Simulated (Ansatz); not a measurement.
**CH₂ (triplet): one species, many methods**

An exercise on one series of results from a longer session: the logs are not shown, and one member is left open.

Program: Ansatz 0.2.0, Gaussian basis. Level of theory: functionals in def2-TZVPP, the program's frozen cores in correlated methods. These are calculated values, not measurements.

The runs, in order: LDA (SPW92), PBE-D4, revPBE-D4, BLYP-D4, r2SCAN-D4, B97M-V, PBE0-D4, B3LYP-D4, r2SCANh-D4, r2SCAN0-D4, HSE06-D4, BHLYP-D4, CAM-B3LYP-D4, LC-ωPBE, ωB97X-V, ωB97M-V, B2PLYP, PBE-QIDH; CCSD(T)/def2-SVP; CCSD(T)/def2-TZVPP; CCSD(T)/def2-QZVPP; extrapolation to the limit; RPA on PBE.

### The relaxed structure

The geometry comes from an earlier relaxation with PBE0-D4 in a triple-zeta def2 set; it is a stationary point.

SMILES `[CH2] m3`, 3 atoms, charge 0, spin multiplicity 3.

Atoms are counted from 1 here; the program's logs count them from 0.

Bond lengths: C1–H2 1.079 Å, C1–H3 1.079 Å. Angles: H2–C1–H3 134.8°.

The first run:

File in.yaml:

```yaml
crystal:
  periodic: [false, false, false]
  atoms:
    - {symbol: C, position_ang: [0.000000, 0.000000, 0.092389]}
    - {symbol: H, position_ang: [0.000000, 0.996169, -0.322146]}
    - {symbol: H, position_ang: [-0.000000, -0.996169, -0.322146]}
basis:
  gaussian: {orbitals: def2-TZVPP}
magnetization: {spin_polarized: true, initial_magnetization: 2}
hamiltonian: {xc: lda}
output: {orbitals: {seedname: orbitals}}
```

Started as:

```console
$ ansatz run in.yaml --threads 2 --pin off --events-out ev --progress --plain --max-ram 32768MiB --backend cpu
```

Steps of the session up to this table: LDA; PBE-D4 (GGA); revPBE-D4 (GGA); BLYP-D4 (GGA); r2SCAN-D4 (meta-GGA); B97M-V (meta-GGA); B3LYP-D4 (hybrid); r2SCANh-D4 (hybrid); r2SCAN0-D4 (hybrid); HSE06-D4 (hybrid); BHLYP-D4 (hybrid); CAM-B3LYP-D4 (range-separated); LC-ωPBE (range-separated); ωB97X-V (range-separated); ωB97M-V (range-separated); B2PLYP (double hybrid); PBE-QIDH (double hybrid).

One of the session's tables, all rows but one given; the rest of the session is left out.

It belongs to the step «Frontier levels by functional». 

| functional | HOMO (eV) | LUMO (eV) | gap (eV) |
| --- | --- | --- | --- |
| LDA (SPW92) | -5.71 | -3.77 | 1.94 |
| PBE-D4 | -5.69 | -3.19 | 2.50 |
| revPBE-D4 | -5.66 | -3.03 | 2.63 |
| BLYP-D4 | -5.44 | -3.45 | 1.99 |
| r2SCAN-D4 | -6.17 | -2.25 | 3.92 |
| B97M-V | -5.89 | -3.08 | 2.81 |
| PBE0-D4 | -7.17 | -1.82 | 5.35 |
| B3LYP-D4 | -6.78 | -2.54 | 4.24 |
| r2SCANh-D4 | -6.72 | -1.83 | 4.89 |
| r2SCAN0-D4 | -7.54 | -1.22 | 6.32 |
| HSE06-D4 | -6.76 | -2.21 | 4.55 |
| BHLYP-D4 | -8.40 | -0.94 | 7.46 |
| CAM-B3LYP-D4 | -8.52 | -1.07 | 7.45 |
| LC-ωPBE | -10.17 | 0.76 | 10.93 |
| ωB97X-V | ? | ? | ? |
| ωB97M-V | -9.32 | 0.06 | 9.37 |

Q: Estimate the row for ωB97X-V from the others.

**Answer.** HOMO (eV): -9.49; LUMO (eV): 0.04; gap (eV): 9.53. In the column «HOMO (eV)» it lies between LC-ωPBE (-10.17) and ωB97M-V (-9.32).
